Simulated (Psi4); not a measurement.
Process, species as SMILES: C=O (CH2-O) → [CH-]=O + H+
B3LYP-D3(BJ)/def2-TZVP geometries, fixed; electronic energies without zero-point terms.

Basis-set convergence of the deprotonation energy at PBE with Psi4. Cartesian d functions, on some or all atoms, in 6-31G*, 6-31+G*; all else is spherical. Density fitting with the program's default auxiliary sets. Psi4's default fitting sets serve the pcseg sets less well. No added dispersion term, no relativity. Functions are those of the species that has most. Reference: the value in aug-cc-pVQZ, 397.44 kcal/mol, itself unsure by roughly 2.81 kcal/mol (its distance from def2-QZVPPD). Deviations are taken from unrounded values.

| basis | functions | deprotonation energy (kcal/mol) |
|---|---|---|
| 6-31G* | 34 | 422.34 |
| 6-31+G* | 42 | 398.30 |
| cc-pVDZ | 38 | 417.18 |
| aug-cc-pVDZ | 64 | 395.80 |
| def2-SVP | 38 | 414.99 |
| def2-SVPD | 59 | 402.44 |
| pcseg-1 | 38 | 410.50 |
| aug-pcseg-1 | 64 | 395.18 |
| 6-311G** | 48 | 413.72 |
| 6-311+G** | 56 | 399.17 |
| def2-TZVP | 74 | 404.79 |
| def2-TZVPD | 95 | 400.69 |
| cc-pVTZ | 88 | 409.48 |
| aug-cc-pVTZ | 138 | 397.56 |
| pcseg-2 | 88 | 402.97 |
| aug-pcseg-2 | 138 | 396.57 |
| def2-TZVPP | 90 | 405.08 |
| def2-TZVPPD | 111 | 400.93 |
| cc-pVQZ | 170 | 405.57 |
| aug-cc-pVQZ | 252 | 397.44 |
| def2-QZVPP | 174 | 402.84 |
| def2-QZVPPD | 195 | 400.24 |
| pcseg-3 | 186 | 400.21 |
| aug-pcseg-3 | 268 | 395.83 |

What the diffuse functions change, pair by pair:
- 6-31G* to 6-31+G*: 8 more functions, deviation 24.90 to 0.86 kcal/mol
- cc-pVDZ to aug-cc-pVDZ: 26 more functions, deviation 19.74 to -1.64 kcal/mol
- def2-SVP to def2-SVPD: 21 more functions, deviation 17.56 to 5.00 kcal/mol
- pcseg-1 to aug-pcseg-1: 26 more functions, deviation 13.06 to -2.26 kcal/mol
- 6-311G** to 6-311+G**: 8 more functions, deviation 16.28 to 1.73 kcal/mol
- def2-TZVP to def2-TZVPD: 21 more functions, deviation 7.35 to 3.25 kcal/mol
- cc-pVTZ to aug-cc-pVTZ: 50 more functions, deviation 12.04 to 0.12 kcal/mol
- pcseg-2 to aug-pcseg-2: 50 more functions, deviation 5.53 to -0.87 kcal/mol
- def2-TZVPP to def2-TZVPPD: 21 more functions, deviation 7.64 to 3.49 kcal/mol
- cc-pVQZ to aug-cc-pVQZ: 82 more functions, deviation 8.13 to 0.00 kcal/mol
- def2-QZVPP to def2-QZVPPD: 21 more functions, deviation 5.40 to 2.81 kcal/mol
- pcseg-3 to aug-pcseg-3: 82 more functions, deviation 2.77 to -1.61 kcal/mol

Leaving out the reference's own pair, they bring the value nearer the reference by more than 2.81 kcal/mol in 9 of 11 pairs.
